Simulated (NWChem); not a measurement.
# methyl formate (C2H4O2); SMILES O=COC

```xyz
8

C     -0.5128    -1.3151     0.0000
O      0.6744    -0.5366    -0.0001
C      0.5044     0.7822     0.0000
O     -0.5508     1.3474     0.0000
H     -1.1182    -1.1059    -0.8944
H     -0.1945    -2.3638     0.0051
H     -1.1230    -1.0986     0.8895
H      1.4975     1.2786     0.0002
```
Atoms are numbered in this order, from 1.

Results from NWChem. Coordinates come from a PBE0/def2-SVP optimisation.

Problem. Taking TPSS/def2-TZVPP as the yardstick, which of these has the fewest basis functions while keeping “highest occupied level (eV)” within 0.2 eV of it: TPSS/def2-SVPD; TPSS/def2-SVP; TPSS/def2-TZVP?

Solution. TPSS/def2-SVPD.
| level | basis functions | highest occupied level (eV) | relative time (rough) |
|---|---|---|---|
| TPSS/def2-SVP | 76 | -6.51 | 1 |
| TPSS/def2-SVPD | 118 | -6.87 | 3 |
| TPSS/def2-TZVP | 148 | -6.75 | 5 |
| TPSS/def2-TZVPP | 180 | -6.75 | 5 |

The yardstick is one finite set, not the basis-set limit.
